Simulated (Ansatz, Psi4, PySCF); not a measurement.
Gas-phase reaction in SMILES: [N+](C)#[C-] + 4 [H][H] (H2) -> 2 C (CH4) + N (NH3)

Quantity: energy of full hydrogenation (enthalpy at 298 K), in kcal/mol. Terms: no spin-orbit coupling; non-relativistic; 6-311+G** with 5d; no dispersion term unless named; 6-31G* and kin with 6d, 5d where marked; valence correlation only; LANL2DZ all-electron up to Ne. CBS(X,Y): correlation extrapolated as X^-3; Hartree-Fock from the larger set. Ab initio and DFT rows: single points at B3LYP-D3(BJ) geometries (Ansatz, an electronic-structure program), with unscaled harmonic terms from B3LYP/6-31G* at its own minima.

Measured values: Active Thermochemical Tables 1.112 (ions: stationary electron), as tabulated in the package chemicals; CRC Handbook, as tabulated in the package chemicals; they hold spin-orbit and core effects, anharmonicity. For [C-]#[N+]C (energy of full hydrogenation (enthalpy at 298 K)) the tabulated value and CCSD(T)/CBS(cc-pVTZ,cc-pVQZ) (Ansatz) part by 3.2 kcal/mol: another conformer or state, missing terms or a fault of the table's entry are possible. 

Value to compare with, the measured value: -85.6 kcal/mol.

```csv
level,program,energy of full hydrogenation (enthalpy at 298 K) (kcal/mol),error
BP86/def2-SVP,PySCF,-85.7,-0.1
B3LYP/LANL2DZ,Ansatz,-94.8,-9.2
B3LYP/6-31G,Ansatz,-89.3,-3.7
B3LYP/6-31G*,Ansatz,-84.1,1.5
PBE0/6-31G*,Ansatz,-95.4,-9.8
wB97X-D/6-311+G**,Psi4,-94.2,-8.6
B3LYP-D3(BJ)/def2-TZVPD,Ansatz + dftd3,-86.8,-1.2
wB97M-V/def2-TZVPD,Ansatz,-88.4,-2.8
"CCSD(T)/CBS(cc-pVTZ,cc-pVQZ)",Ansatz,-88.8,-3.2
```

Among the 6 habitual levels, PBE0/6-31G* lies farthest from the measured value (-9.8 kcal/mol) and BP86/def2-SVP nearest (-0.1); 1 of 6 lie above it, and their mean absolute error is 5.5 kcal/mol, the median 6.2. One case shows no general order.

The levels are drawn from those run, B3LYP/6-31G* more often than the rest, none by its result; runs whose electronic state is in doubt are left out.
